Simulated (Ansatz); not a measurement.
Molecule: H2O2, charge 1, multiplicity 2. 
Geometry from a B3LYP-D3(BJ)/def2-TZVP (Ansatz, a quantum-chemistry and plane-wave program) optimisation:
```
O
H 1 0.9984
O 1 1.3082 2 104.59
H 3 0.9984 1 104.59 2 180.00
```
Charge +1, spin multiplicity 2.

Basis-set convergence of Hartree-Fock and MP2 correlation energies (hartree) with Ansatz. Valence correlation only, unless marked. UHF or UKS for open shells. Spin-orbit coupling is left out. No relativistic terms.

```csv
basis,functions,E(HF),"E(corr, MP2)"
def2-SVP,38,-150.29318,-0.37352
def2-TZVPP,90,-150.48959,-0.46560
def2-QZVPP,174,-150.49673,-0.50135
```

Extrapolating the two largest sets (X = 3 and 4) as X^-3: E(corr) = (64·(-0.50135) - 27·(-0.46560))/37 = -0.5274 Eh, an estimate of the basis-set limit. The largest set recovers 95.1 % of it, the smallest 70.8 %.
